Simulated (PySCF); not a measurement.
Gas-phase reaction: 6 N + C5H8 (cyclic) ⇌ 5 HNC + NH3

Method: PySCF energies (xtb for GFN2) plus ideal-gas RRHO corrections (1 bar). Table values come from the NASA 1993 polynomials. † marks an energy on the PBE0/def2-TZVP geometry and frequencies; other levels use their own. MP2 and CCSD(T) freeze the core. 6-31G* has spherical d functions here. Open shells (unrestricted): N (multiplicity 4); the rest are closed-shell singlets. GFN2 has no spin-polarisation term. B3LYP is the form with VWN-RPA correlation. MP2 isn't extrapolated to the basis-set limit; its ΔH°(298 K) is -1735.3 kJ in def2-SVP and -1906.0 kJ in def2-TZVPP. CCSD(T) isn't extrapolated to the basis-set limit. The harmonic model lacks anharmonicity and excited electronic states, which grow with temperature; levels with a mode under 35 cm⁻¹ are left out. The table's entry may be an old estimate for C5H8 (cyclic), HNC (not checked at source).

```tsv
level	ΔH°(298 K), kJ	minus table	ΔG°(1400 K), kJ
table	-1944.0	-	-1955.1
B3LYP/def2-TZVP†	-2016.9	-72.9	-2024.6
CCSD(T)/def2-SVP†	-1656.6	287.4	-1664.2
GFN2-xTB	-3654.5	-1710.5	-3635.7
HF/6-31G*	-444.4	1499.6	-451.2
HF/def2-TZVP†	-616.2	1327.8	-623.8
M06-2X/def2-TZVP†	-1961.7	-17.7	-1969.3
MP2/def2-SVP†	-1735.3	208.7	-1742.9
r2SCAN/def2-TZVP†	-1822.5	121.5	-1830.1
LDA/def2-TZVP†	-2341.9	-397.9	-2349.6
ωB97X-V/def2-TZVP†	-1950.4	-6.4	-1958.1
```
